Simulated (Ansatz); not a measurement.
This geometry of AlBClH$_{2}$ (5 atoms, charge 0, multiplicity 2) is a first-order saddle point.

The calculation used UHF/def2-SVP in Ansatz 0.2.0.

```xyz
5
Properties=species:S:1:pos:R:3
Al -1.028 0.360 -0.562
B 0.748 -0.102 0.324
Cl 0.979 -1.642 1.206
H -2.382 0.741 -1.252
H 1.683 0.643 0.283
```

Problem. Which two structures does it join? (They come from a converged band through this point; their orientation in space is the band's.)

Solution. No bond is made or broken. The height of B2 over the plane of its neighbours goes from 0.04 to -0.04 Å. The two ends are copies of one structure, up to a mirror image or an exchange of like atoms.

First end point:

```xyz
5
Properties=species:S:1:pos:R:3
Al -1.278 0.691 -0.072
B 0.700 -0.045 0.314
Cl 0.900 -1.646 1.062
H -2.040 0.438 -1.446
H 1.719 0.562 0.143
```

Last end point:

```xyz
5
Properties=species:S:1:pos:R:3
Al -0.911 0.170 -1.122
B 0.725 -0.078 0.245
Cl 0.858 -1.589 1.173
H -2.305 0.809 -0.697
H 1.633 0.689 0.401
```

Problem. How far does it lie above each of them?

Solution. 0.42 eV above the first and 0.42 eV above the second. This is the barrier of this one path; another mechanism may lie lower.

Time of the run: 63 s on 1 thread of Arm Neoverse V1, with other jobs on the host, peak memory 0.12 GiB.
